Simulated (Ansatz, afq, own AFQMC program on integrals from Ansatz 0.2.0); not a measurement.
# Atomization energy of CHOP, singlet

```xyz
4

O     0.0000    0.0189    1.7341
C     0.0000    0.0338    0.5856
P     0.0000   -0.0670   -1.0874
H     0.0000    1.3572   -1.0865
```

Connectivity, by distances: O–C–PH.

Atoms in their ground-state spins without spin–orbit coupling (mostly on UHF) minus the molecule (RHF), without zero-point energy. The geometry is a stationary point, not shown to be a minimum.

Basis cc-pVDZ. Noble-gas cores (and the filled d shells of Ga–Kr and In–Xe) are frozen. AFQMC by an in-house program on the Cholesky factors that Ansatz 0.2.0 writes for its CCSD(T) run. ph-AFQMC/CISD is guided by a CISD state made of CCSD amplitudes; releasing the constraint for a short imaginary time cuts its bias at the price of noise, slowly where states lie close. Error bars are statistical, one sigma. The errors of all members are added in quadrature.

No full CI on the walks' own integrals is used here; CCSDT(Q) serves as the reference and is uncertain by about the last step of the cluster series. Each member takes its own surest rung, up to full CI.

The best estimate is CCSD(T) at the basis-set limit (CBS: def2-TZVPP and def2-QZVPP, with their diffuse functions for anions and beside diffuse sets, CCSD(T) itself extrapolated) plus the step from CCSD(T) to CCSDT(Q) in cc-pVDZ. Rows without CBS are in cc-pVDZ; B2PLYP and the wave-function rows carry a basis error of their own. Core correlation and relativity beyond core potentials are missing, and ± holds the sampling alone.

Cautions: other spins of the molecule weren't checked.

Best estimate: 1556.5 kJ/mol.

| level | atomization energy (kJ/mol) | error against the best estimate (kJ/mol) |
| --- | --- | --- |
| HF | 897.6 | -658.8 |
| MP2 | 1437.8 | -118.6 |
| CCSD | 1336.3 | -220.2 |
| CCSD(T) | 1379.9 | -176.6 |
| CCSDT | 1380.3 | -176.2 |
| CCSDT(Q) | 1385.0 | -171.4 |
| ph-AFQMC/CISD | 1383.1 ± 3.0 | -173.3 ± 3.0 |
| released AFQMC | 1387.1 ± 5.6 | -169.3 ± 5.6 |
| HF/CBS | 950.6 | -605.9 |
| MP2/CBS | 1611.9 | 55.5 |
| CCSD(T)/CBS | 1551.4 | -5.1 |

Correlation beyond CCSD(T) adds 5.1 kJ/mol. Going to the basis-set limit adds 171.5 kJ/mol at CCSD(T). The perturbative (T) step is worth +43.6 kJ/mol.

Best estimates are given only where the step beyond CCSD(T) is under 0.3 eV and no member's determinant is very poor (T1 over 0.05, or 0.07 for open shells, ⟨S²⟩ too high by 0.3, two states mixed), so the hardest cases are missing from such tables.

CCSDT and higher add their correlation energy to the determinant of the CCSD(T) run, since their own runs factorise the integrals more tightly (a shift of under 2 meV). Each member of a difference takes its own highest rung, so a best estimate needn't equal the limit plus the step of one row. A walk keeps the symmetry of its determinant, which the program's search chose and which needn't be the lowest solution, so a lower state of the same spin and another symmetry isn't excluded. Released energies are given only where the last usable release times agree within the noise; a slower fall can still hide under it.
